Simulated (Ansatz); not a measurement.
```yaml
crystal:
  periodic: [false, false, false]
  atoms:
    - {symbol: C, position_ang: [-1.252056, 1.852863, 1.012458]}
    - {symbol: C, position_ang: [-1.230898, 0.772346, 0.461909]}
    - {symbol: N, position_ang: [-1.272665, -0.418489, -0.161084]}
    - {symbol: C, position_ang: [-0.251353, -1.021799, -0.538929]}
    - {symbol: C, position_ang: [1.179053, -0.573836, -0.358766]}
    - {symbol: H, position_ang: [-1.309043, 2.778371, 1.504989]}
    - {symbol: H, position_ang: [-0.381422, -1.949698, -1.028661]}
    - {symbol: H, position_ang: [1.197862, 0.416245, 0.122423]}
    - {symbol: H, position_ang: [1.803431, -1.384675, 0.240856]}
    - {symbol: H, position_ang: [1.692752, -0.524295, -1.357135]}
basis:
  gaussian: {orbitals: 6-31G}
total_charge: -2
magnetization: {spin_polarized: true, initial_magnetization: 0}
hamiltonian: {xc: {name: HF}}
correlation: {method: bccd_t, electrons: outside_noble_gas}
accuracy: high
```

```sh
$ ansatz run in.yaml --threads 2 --pin off --events-out ev --progress --plain --max-ram 4352MiB
```

It prints (some lines left out):

```
Functional definition: HF
1434 factors; integrals over basis functions are off by at most 3.4e-9 eV
mean field evaluation 1: about -5662.5506 eV, gradient 2.2e1 eV
mean field evaluation 2: about -5662.5640 eV, gradient 2.2e1 eV
mean field evaluation 4: about -5665.5529 eV, gradient 3.5e0 eV
mean field evaluation 8: about -5665.6500 eV, gradient 1.8e-3 eV
mean field evaluation 128: about -5664.5523 eV, gradient 3.5e-2 eV
mean field evaluation 256: about -5663.0758 eV, gradient 3.8e-2 eV
mean field evaluation 352: about -5664.5377 eV, gradient 4.6e-2 eV
mean field -5665.64964120 eV, -208.2087839990 hartree, gradient 2.7e-8 eV, S^2 0.000000; 12 other end points of the search recorded, 0 dependent functions left out
determinant -5665.64964120 eV, -208.2087839990 hartree, with singles and doubles -5679.43818291 eV, -208.7155035603 hartree
determinant -5664.55233490 eV, -208.1684587362 hartree, with singles and doubles -5678.09008821 eV, -208.6659619939 hartree
determinant -5664.33078791 eV, -208.1603170344 hartree, with singles and doubles -5677.62899539 eV, -208.6490171456 hartree
determinant -5663.07491613 eV, -208.1141645976 hartree, with singles and doubles -5676.86814499 eV, -208.6210564088 hartree
determinant -5662.77518820 eV, -208.1031497995 hartree, with singles and doubles -5676.29841060 eV, -208.6001190563 hartree
5 core orbitals not correlated: weight in the atoms' cores, before any rotation towards them, 1.000 or more for the frozen orbitals, at most 0.000 for the correlated occupied ones
reference -5665.64964120 eV, -208.2087839990 hartree; 14, 14 occupied and 36, 36 virtual orbitals, 1434 factors
second order -12.94331606 eV of doubles, -0.00000000 eV of singles
cycle   1  -13.74079051 eV  change    4.8e-2 eV  update   1.5e-2
cycle   2  -13.74321466 eV  change   -2.4e-3 eV  update   5.6e-3
cycle   3  -13.74404817 eV  change   -8.3e-4 eV  update   2.3e-3
cycle   4  -13.74215634 eV  change    1.9e-3 eV  update   1.5e-3
cycle   5  -13.74129972 eV  change    8.6e-4 eV  update   9.8e-4
cycle   6  -13.74197360 eV  change   -6.7e-4 eV  update   4.8e-4
cycle   7  -13.74188675 eV  change    8.7e-5 eV  update   2.5e-4
cycle   8  -13.74199406 eV  change   -1.1e-4 eV  update   1.4e-4
cycle   9  -13.74196621 eV  change    2.8e-5 eV  update   7.5e-5
cycle  10  -13.74194601 eV  change    2.0e-5 eV  update   2.8e-5
cycle  11  -13.74194886 eV  change   -2.8e-6 eV  update   1.3e-5
cycle  12  -13.74195300 eV  change   -4.1e-6 eV  update   6.3e-6
cycle  13  -13.74195305 eV  change   -4.6e-8 eV  update   3.3e-6
cycle  14  -13.74195341 eV  change   -3.6e-7 eV  update   2.3e-6
cycle  15  -13.74195318 eV  change    2.3e-7 eV  update   1.3e-6
cycle  16  -13.74195281 eV  change    3.6e-7 eV  update   7.1e-7
cycle  17  -13.74195292 eV  change   -1.0e-7 eV  update   4.2e-7
cycle  18  -13.74195275 eV  change    1.7e-7 eV  update   2.6e-7
cycle  19  -13.74195281 eV  change   -6.2e-8 eV  update   1.6e-7
cycle  20  -13.74195276 eV  change    5.1e-8 eV  update   1.1e-7
cycle  21  -13.74195278 eV  change   -2.3e-8 eV  update   7.4e-8
cycle  22  -13.74195278 eV  change   -1.2e-9 eV  update   5.2e-8
cycle  23  -13.74195340 eV  change   -6.2e-7 eV  update   1.6e-7
cycle  24  -13.74195336 eV  change    3.8e-8 eV  update   5.6e-8
cycle  25  -13.74195343 eV  change   -6.4e-8 eV  update   2.3e-8
cycle  26  -13.74195342 eV  change    3.4e-9 eV  update   1.1e-8
cycle  27  -13.74195342 eV  change    3.6e-9 eV  update   4.4e-9
cycle  28  -13.74195342 eV  change  -9.3e-12 eV  update   2.3e-9
perturbative correction -0.57361447 eV, -0.0210799428 hartree
Total energy: -5679.96520909 eV, -208.7348714153 hartree
```

Q: What is wrong with this run?

A: The charge is far from anything that the molecule holds. Self-consistency was reached. The result belongs to that input, not to the molecule as meant.
